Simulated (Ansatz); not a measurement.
Two isomers of C7H16: A = `CCC(CC)CC`, B = `CCCC(C)CC`.

Computed with Ansatz on PBE0-D4/def2-TZVP structures; ΔE is electronic, products minus reactants. CBS: MP2 limit from def2 TZ/QZ plus the TZ coupled-cluster correction, frozen cores. DFT in def2-TZVPP. B3LYP here is the variant with VWN-RPA as its local correlation; programs differ in this. One conformer a species, not always the lowest.

A:

```xyz
23

C    -0.360   -1.920   -1.667
C    -0.447   -0.429   -1.384
C    -0.018   -0.028    0.027
C     1.498   -0.132    0.193
C     1.972   -0.150    1.636
C    -0.514    1.376    0.375
C    -2.009    1.468    0.633
H    -0.679   -2.147   -2.687
H     0.656   -2.303   -1.551
H    -1.004   -2.483   -0.986
H    -1.476   -0.102   -1.558
H     0.170    0.124   -2.105
H    -0.483   -0.733    0.733
H     1.855   -1.041   -0.301
H     1.965    0.704   -0.343
H     1.551   -1.005    2.174
H     1.682    0.754    2.177
H     3.061   -0.227    1.694
H     0.015    1.739    1.262
H    -0.233    2.055   -0.440
H    -2.306    2.491    0.877
H    -2.597    1.157   -0.233
H    -2.298    0.830    1.474
```

B:

```xyz
23

C    -2.221   -1.185    2.177
C    -1.757   -0.357    0.990
C    -0.276   -0.537    0.698
C     0.239    0.184   -0.544
C     0.106    1.696   -0.417
C     1.680   -0.235   -0.830
C     2.245    0.276   -2.144
H    -2.052   -2.251    2.004
H    -1.677   -0.910    3.085
H    -3.287   -1.045    2.374
H    -2.335   -0.634    0.100
H    -1.978    0.698    1.180
H    -0.071   -1.609    0.589
H     0.308   -0.208    1.569
H    -0.376   -0.141   -1.397
H    -0.929    1.999   -0.250
H     0.702    2.062    0.426
H     0.451    2.209   -1.316
H     2.315    0.099    0.000
H     1.727   -1.330   -0.824
H     2.325    1.365   -2.161
H     3.246   -0.124   -2.322
H     1.615   -0.023   -2.986
```

(1) Which is lower in electronic energy at CCSD(T)/CBS, and by how much? (Best estimate.)

(2) Give E(B) − E(A) in kJ/mol with CCSD(T)/def2-TZVPP, PBE0-D4, HF/def2-TZVPP, B2PLYP, r2SCAN-D4, B3LYP-D4, CCSD(T)/def2-SVP. (Best estimate.)

Largest T1 diagnostic: 0.009.

## Answers

(1) Ansatz gave: B, by 4.5 kJ/mol.

(2) Computed: CCSD(T)/def2-TZVPP -4.0, PBE0-D4 -4.3, HF/def2-TZVPP -8.1, B2PLYP -5.3, r2SCAN-D4 -5.1, B3LYP-D4 -4.3, CCSD(T)/def2-SVP -4.6. None reverses the order clearly.

In def2-TZVPP, CCSD(T) changes the Hartree–Fock value by +4.1 kJ/mol (the triples alone add +0.6 kJ/mol) and MP2 by +4.2 kJ/mol. Leaving LDA and LC-ωPBE aside and taking each functional with its dispersion term where it has one, the values, not all of them listed here, spread over 1.4 kJ/mol, from B2PLYP to BLYP-D4.
